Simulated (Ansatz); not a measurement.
We consider bcc Li, described by r²SCAN (PAW; Ansatz, a program for electronic structure).

Settings: plane-wave cutoff 600 eV, 16×16×16 k mesh, Fermi–Dirac smearing 0.1 eV, finite displacements, force constants from a 4×4×4 q mesh, scalar-relativistic PAW data made under PBE.

Computed at the level's own relaxed cell. Harmonic vibrational thermodynamics at fixed volume:

```json
[
 {"T (K)": "0", "S_vib (J/K per mol of atoms)": "0.00", "C_V (J/K per mol of atoms)": "0.00", "F_vib (eV/atom)": "0.0402"},
 {"T (K)": "500", "S_vib (J/K per mol of atoms)": "39.53", "C_V (J/K per mol of atoms)": "24.03", "F_vib (eV/atom)": "-0.0710"},
 {"T (K)": "600", "S_vib (J/K per mol of atoms)": "43.94", "C_V (J/K per mol of atoms)": "24.30", "F_vib (eV/atom)": "-0.1143"},
 {"T (K)": "700", "S_vib (J/K per mol of atoms)": "47.70", "C_V (J/K per mol of atoms)": "24.46", "F_vib (eV/atom)": "-0.1618"},
 {"T (K)": "800", "S_vib (J/K per mol of atoms)": "50.97", "C_V (J/K per mol of atoms)": "24.57", "F_vib (eV/atom)": "-0.2130"},
 {"T (K)": "900", "S_vib (J/K per mol of atoms)": "53.87", "C_V (J/K per mol of atoms)": "24.64", "F_vib (eV/atom)": "-0.2673"},
 {"T (K)": "1000", "S_vib (J/K per mol of atoms)": "56.47", "C_V (J/K per mol of atoms)": "24.70", "F_vib (eV/atom)": "-0.3245"}
]
```

The crystal is taken as a harmonic solid at every temperature: melting, phase changes and thermal expansion are not seen, nor the electrons' share in a metal.
